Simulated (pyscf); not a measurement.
**Routes from `[NH2][Si]([Cl])[Cl]` [doublet] + `[H][H]`**

Candidate steps break at most two bonds and form at most two. Each was searched with GFN2-xTB (tblite) first. Structures and frequencies: ωB97X-D3(BJ)/def2-SVP in PySCF. Energies: ωB97M-D3(BJ)/def2-TZVP, kcal/mol, from the separated reactants, doublet surface.

| products | type | ΔE‡ | ΔE | ΔG‡ 298 K | ΔG‡ 900 K | ν‡ (cm⁻¹) |
|---|---|---|---|---|---|---|
| H₂N–SiH(Cl)–Cl + H• | hydrogen abstraction | 15.9 | +10.8 | 20.7 | 35.6 | 965i |
| Cl–SiH•–Cl + NH₃ | four-centre exchange | 36.6 | +10.8 | 46.0 | 65.4 | 1585i |

Row 2: On the product side the descent ends in an adduct with a N–Si contact, 8.8 kcal/mol under the separated species and 35.1 kcal/mol under the saddle at ωB97X-D3(BJ)/def2-TZVP. 

Plain bond fissions and candidates not yet searched are not listed, and one of them may be faster. Each barrier is that of the saddle found; lower ones may exist.
